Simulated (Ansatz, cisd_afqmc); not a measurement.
System: NH, charge 0, triplet. NH (SMILES [NH], triplet).
B3LYP-D3(BJ)/def2-TZVP minimum from Ansatz (a first-principles code):
```xyz
2

N      0.0000     0.0000    -0.1302
H      0.0000     0.0000     0.9116
```
Charge 0, spin multiplicity 3.

Total energies in cc-pVTZ, 6 correlated electrons, 1 frozen orbitals. Radicals and triplets start from unrestricted determinants; spin-orbit coupling is neglected. Correlated methods leave the cores frozen. No relativity. AFQMC/CISD: phaseless, guided by CISD from CCSD amplitudes; bars are statistical, one sigma. Outlying blocks are dropped, and bars are widened where a walk drifts. Over all cases where full CI ran beside it in this data, AFQMC minus full CI had a median of +0.1 mEh and passed +0.4 mEh in a tenth of the cases. Full CI freezes restricted core orbitals and the other rows unrestricted ones, which leaves a small offset even where coupled cluster is exact.

```
method         program        energy (Eh)  error against FCI (mEh)
----------  ----------  -----------------  -----------------------
HF              Ansatz          -54.98107                   160.05
MP2             Ansatz          -55.11789                    23.23
CCSD            Ansatz          -55.13689                     4.23
CCSD(T)         Ansatz          -55.14068                     0.44
CCSDT(Q)        Ansatz          -55.14123                    -0.10
CCSDTQ          Ansatz          -55.14123                    -0.11
AFQMC/CISD  cisd_afqmc  -55.1411 ± 0.0001                0.0 ± 0.1
FCI             Ansatz          -55.14112                     0.00
```

Rough core times of Ansatz's runs on a shared machine: CCSD(T) under 20 s, CCSDT(Q) under 20 s, CCSDTQ 3 min, FCI 4 min.
